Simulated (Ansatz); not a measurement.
## What a trial cell of CuF relaxes into

Level of theory: Ansatz 0.2.0, DFT PBE, scalar-relativistic, plane waves, PAW. Cutoff 420 eV, Γ-centred k mesh, Gaussian smearing, no spin polarisation in the final step.

The start puts CuF on the sites of a reported HCl cell (Fmmm, No. 69), with Cu in place of H, F in place of Cl, at a guessed volume.

```xyz
2
Lattice="0.0000 2.1919 2.3394 2.0608 0.0000 2.3394 2.0608 2.1919 0.0000" Properties=species:S:1:pos:R:3 pbc="T T T"
Cu    0.0000    0.0000    0.0000
F     2.0608    2.1919    2.3394
```

Cell and atoms relax at zero pressure; the relaxation can't lower the symmetry of the start. After a coarse first stage the cell is made exact in the group found at 0.06 Å.

Formation energies are uncorrected and refer to the elements' standard structures at the same level (F₂ as a molecule).

(1) Which crystal results?

(2) What are its volume, energy, density and gap?

## Answers

(1) It ends in I4/mmm (No. 139). Conventional cell: a = 4.198 Å, c = 3.726 Å. Cu is coordinated by 2 F at 1.86 Å; around F lie 2 Cu at 1.86 Å.

```xyz
2
Lattice="-2.0992 2.0992 1.8630 2.0992 -2.0992 1.8630 2.0992 2.0992 -1.8630" Properties=species:S:1:pos:R:3 pbc="T T T"
Cu    0.0000    0.0000    0.0000
F     0.0000    0.0000    1.8630
```

(2) The volume per atom is 16.42 Å³, the density is 4.17 g/cm³ and the energy over the elements is -0.857 eV/atom. The gap on the 10×10×10 mesh is 0.67 eV.

The final run used a 10×10×10 mesh on its 2-atom cell and 0.02 eV smearing. Symmetry constrained the relaxation, so the result can be a saddle point.

Cost: 3 runs of about 0.95 core-minutes in all, on Arm Neoverse V2 (shared hosts).